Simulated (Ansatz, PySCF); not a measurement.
System: CH₃Cl, charge 0, singlet. CH3Cl (chloromethane, SMILES CCl).
B3LYP-D3(BJ)/def2-TZVP minimum from Ansatz (a quantum-chemistry and plane-wave program):
```xyz
5

C      0.0082     0.0133    -1.1337
Cl    -0.0048    -0.0077     0.6605
H      0.0175     1.0478    -1.4634
H      0.8997    -0.5040    -1.4752
H     -0.8852    -0.4920    -1.4879
```
Charge 0, spin multiplicity 1.

Total energies in hartree (Ansatz). Radicals and triplets start from unrestricted determinants; spin-orbit coupling is neglected. Correlated methods leave the cores frozen. No relativity. Where a partner has so few electrons that a lower coupled-cluster level is exact, that level stands in.

```tsv
species	HF/cc-pV(T+d)Z	CCSD(T)/cc-pV(T+d)Z	HF/cc-pV(Q+d)Z	CCSD(T)/cc-pV(Q+d)Z	CCSDT(Q)/cc-pV(T+d)Z
1: CH3Cl (chloromethane, SMILES CCl)	-499.14866	-499.56846	-499.15509	-499.60467	-499.56981
2: C (triplet)	-37.69157	-37.78076	-37.69331	-37.78654	-37.78126
3: Cl (doublet)	-459.48556	-459.67356	-459.48916	-459.69449	-459.67440
4: H (doublet)	-0.49981	-0.49981	-0.49995	-0.49995	-0.49981
```

Work out the enthalpy of formation at 298 K (by atomisation, with ideal-gas terms from PySCF's Hessian at B3LYP-D3(BJ)/def2-TZVP and the atoms' measured values of the G2/97 table; no spin-orbit terms) in kcal/mol: take Hartree-Fock from cc-pV(Q+d)Z, extrapolate the CCSD(T) correlation energy as X^-3 (X = 3, 4), and add CCSDT(Q) - CCSD(T) in cc-pV(T+d)Z. The further terms named in the bracket sum to +0.59790 hartree. 1 hartree = 627.51 kcal/mol.


Species 1: correlation (64·(-0.44958) - 27·(-0.41980))/37 = -0.47131; step -0.00135; E1 = -499.15509 + (-0.47131) + (-0.00135) = -499.62775
Species 2: correlation (64·(-0.09323) - 27·(-0.08919))/37 = -0.09618; step -0.00050; E2 = -37.69331 + (-0.09618) + (-0.00050) = -37.78999
Species 3: correlation (64·(-0.20533) - 27·(-0.18800))/37 = -0.21798; step -0.00084; E3 = -459.48916 + (-0.21798) + (-0.00084) = -459.70798
Species 4: correlation (64·(0.00000) - 27·(0.00000))/37 = 0.00000; step +0.00000; E4 = -0.49995 + (0.00000) + (+0.00000) = -0.49995
+1·E1 -1·E2 -1·E3 -3·E4 +0.59790 = -0.03203 hartree = -20.1 kcal/mol. Measured: -19.7 kcal/mol, -82.6 kJ/mol (Active Thermochemical Tables 1.112 (ions: stationary electron), as tabulated in the package chemicals); atomic spin-orbit terms, which the calculations lack, would raise the computed values. The composite differs from it by -0.3 kcal/mol; core, relativistic and spin-orbit terms are not in it.
